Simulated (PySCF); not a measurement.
A mixed set of molecules.

All values: CAM-B3LYP/def2-SVPD (PySCF) at GFN2-xTB geometries, gas phase, one conformer each. Core orbitals are frozen in the response; Δα² is half the sum of the squared differences of the principal polarisabilities. Dipoles and anisotropies that the point group forbids are given as zero.

(1) Rank by dipole moment, highest first.
A. `F[Si](F)(F)F`
B. `[CH:1]#[C:2][CH2:3][n:4]1[cH:5][c:6]([C:7]#[N:8])[n:9][n:10]1` with C2–C3–N4–C5 -50°
C. `[CH3:1][CH2:2][C:3]([CH3:4])([CH3:5])[F:6]` with C1–C2–C3–C4 56°
D. `[CH3:1][O:2][C:3]1=[CH:4][CH2:5][CH2:6][P@H:7]1=[O:8]` with C1–O2–C3–C4 -176°, C3–C4–C5–C6 -18°, C4–C5–C6–P7 25°, C5–C6–P7–O8 -148°, O2–C3–P7–C6 -170°
E. `F[C]F` [singlet]
F. `[CH3:1][O:2][C:3]1=[CH:4][CH2:5][P@H:6](=[O:7])[CH2:8]1` with C1–O2–C3–C4 0°, C3–C4–C5–P6 -19°, C4–C5–P6–O7 150°, C5–P6–C8–C3 -24°, O2–C3–C8–P6 -162°

(2) Rank by HOMO energy, highest first.
A. `CCC(F)CC`
B. `COC1=CC[P@H](=O)C1`
C. `F[Si](F)(F)F`
D. `C#CCn1cc(C#N)nn1`
E. `C=Cc1nncc(C#N)n1`

(3) Rank by HOMO–LUMO gap, highest first.
A. `F[C]F` [singlet]
B. `C=Cc1nncc(C#N)n1`
C. `COC1=CCC[P@H]1=O`
D. `CC[C@@H](C)CF`
E. `F[Si](F)(F)F`
F. `C#CCn1cc(C#N)nn1`

## Answers

(1) B (7.06 D), F (5.32 D), D (3.29 D), C (1.94 D), E (0.63 D), A (0.00 D).

(2) B (-8.26 eV), E (-8.94 eV), D (-9.50 eV), A (-10.32 eV), C (-14.56 eV).

(3) E (14.85 eV), D (11.74 eV), F (9.33 eV), A (9.21 eV), C (8.84 eV), B (6.87 eV).

All values together:

```json
{"SMILES": "F[C]F", "formula": "CF2", "μ (D)": "0.63", "HOMO (eV)": "-10.44", "LUMO (eV)": "-1.23", "α (Å³)": "2.40", "Δα (Å³)": "0.58", "electrons": "24", "α per electron (Å³)": "0.100"}
{"SMILES": "CCC(F)CC", "formula": "C5H11F", "μ (D)": "1.84", "HOMO (eV)": "-10.32", "LUMO (eV)": "1.42", "α (Å³)": "9.36", "Δα (Å³)": "2.28", "electrons": "50", "α per electron (Å³)": "0.187"}
{"SMILES": "COC1=CCC[P@H]1=O", "formula": "C5H9O2P", "μ (D)": "3.29", "HOMO (eV)": "-8.15", "LUMO (eV)": "0.69", "α (Å³)": "12.70", "Δα (Å³)": "4.97", "electrons": "70", "α per electron (Å³)": "0.181"}
{"SMILES": "C#CCn1cc(C#N)nn1", "formula": "C6H4N4", "μ (D)": "7.06", "HOMO (eV)": "-9.50", "LUMO (eV)": "-0.17", "α (Å³)": "13.34", "Δα (Å³)": "7.82", "electrons": "68", "α per electron (Å³)": "0.196"}
{"SMILES": "CCC(C)(C)F", "formula": "C5H11F", "μ (D)": "1.94", "HOMO (eV)": "-10.36", "LUMO (eV)": "1.26", "α (Å³)": "9.27", "Δα (Å³)": "1.42", "electrons": "50", "α per electron (Å³)": "0.185"}
{"SMILES": "F[Si](F)(F)F", "formula": "SiF4", "μ (D)": "0.00", "HOMO (eV)": "-14.56", "LUMO (eV)": "0.29", "α (Å³)": "3.33", "Δα (Å³)": "0.00", "electrons": "50", "α per electron (Å³)": "0.067"}
{"SMILES": "CC[C@@H](C)CF", "formula": "C5H11F", "μ (D)": "1.85", "HOMO (eV)": "-10.36", "LUMO (eV)": "1.38", "α (Å³)": "9.30", "Δα (Å³)": "1.49", "electrons": "50", "α per electron (Å³)": "0.186"}
{"SMILES": "C=Cc1nncc(C#N)n1", "formula": "C6H4N4", "μ (D)": "1.85", "HOMO (eV)": "-8.94", "LUMO (eV)": "-2.07", "α (Å³)": "14.32", "Δα (Å³)": "10.43", "electrons": "68", "α per electron (Å³)": "0.211"}
{"SMILES": "COC1=CC[P@H](=O)C1", "formula": "C5H9O2P", "μ (D)": "5.32", "HOMO (eV)": "-8.26", "LUMO (eV)": "1.07", "α (Å³)": "12.68", "Δα (Å³)": "4.54", "electrons": "70", "α per electron (Å³)": "0.181"}
```

Conformers: `[CH3:1][CH2:2][CH:3]([F:4])[CH2:5][CH3:6]` with C1–C2–C3–F4 -63°, C2–C3–C5–C6 -177°; `[CH3:1][O:2][C:3]1=[CH:4][CH2:5][CH2:6][P@H:7]1=[O:8]` with C1–O2–C3–C4 -176°, C3–C4–C5–C6 -18°, C4–C5–C6–P7 25°, C5–C6–P7–O8 -148°, O2–C3–P7–C6 -170°; `[CH:1]#[C:2][CH2:3][n:4]1[cH:5][c:6]([C:7]#[N:8])[n:9][n:10]1` with C2–C3–N4–C5 -50°; `[CH3:1][CH2:2][C:3]([CH3:4])([CH3:5])[F:6]` with C1–C2–C3–C4 56°; `[CH3:1][CH2:2][C@@H:3]([CH3:4])[CH2:5][F:6]` with C1–C2–C3–C4 69°, C2–C3–C5–F6 64°; `[CH2:1]=[CH:2][c:3]1[n:4][n:5][cH:6][c:7]([C:8]#[N:9])[n:10]1` with C1–C2–C3–N4 180°; `[CH3:1][O:2][C:3]1=[CH:4][CH2:5][P@H:6](=[O:7])[CH2:8]1` with C1–O2–C3–C4 0°, C3–C4–C5–P6 -19°, C4–C5–P6–O7 150°, C5–P6–C8–C3 -24°, O2–C3–C8–P6 -162°.

**Question.** How closely does the mean polarisability follow the number of electrons in this set?

**Answer.** The correlation coefficient is 0.89; α per electron runs from 0.067 to 0.211 Å³.
